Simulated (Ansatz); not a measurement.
Relative stability

Two relaxed structures of AlSiH3F, doublet (PBE0-D4/def2-TZVP; forces vanish, vibrations not checked).

A:

```
6
angstrom
F -1.9303 -1.3921 0.1559
Si -0.3827 -1.0414 -0.0816
Al 0.4773 1.1516 0.0765
H 0.2987 -2.3285 -0.3792
H 2.0323 1.2630 -0.1955
H -0.4953 2.3474 0.4239
```

B:

F1  (-2.024, -1.177, 0.357)
Si2  (0.237, -1.389, -0.187)
Al3  (0.571, 1.029, 0.040)
H4  (-2.289, -2.064, 0.305)
H5  (2.025, 1.640, -0.214)
H6  (-0.618, 2.019, 0.435)
(Å)

Program: Ansatz 0.2.0. Basis: def2-TZVPP. Cores are frozen in the correlated methods; orbitals are unrestricted. B3LYP uses VWN-RPA correlation.

Which structure is lower at CCSD(T), and by how much? (To be estimated.)

The calculation gives: A, by 2.714 eV (electronic energy, against the other). By their contacts, A is AlSiH₃F ([F][SiH][AlH2]) and B is a complex of AlSiH₂ ([AlH2][Si]) + HF.

All methods give the same order:

| method | E(B) − E(A) (eV) |
| --- | --- |
| PBE-D4 | 2.706 |
| r2SCAN-D4 | 2.960 |
| PBE0-D4 | 2.785 |
| B3LYP-D4 | 2.783 |
| wB97M-V | 2.739 |
| HF | 2.830 |
| MP2 | 2.885 |
| CCSD | 2.723 |
| CCSD(T) | 2.714 |

T1 diagnostic: at most 0.030. ⟨S²⟩ of the unrestricted Hartree–Fock references: 0.77 to 0.83 (a pure state has 0.75). The unrestricted reference is spin-contaminated, which hurts MP2 most.

Labels in which every atom is bracketed show which atoms are joined, not bond orders.

For scale, one of the runs: CCSD(T)/def2-TZVPP, 157 basis functions, launched by `ansatz run in.yaml --threads 2 --pin off --events-out ev --progress --plain --max-ram 4352MiB`. Time: 100 s of wall clock on 2 CPU threads of an Intel Xeon; the host was shared. Peak host memory: 2.4 GiB.
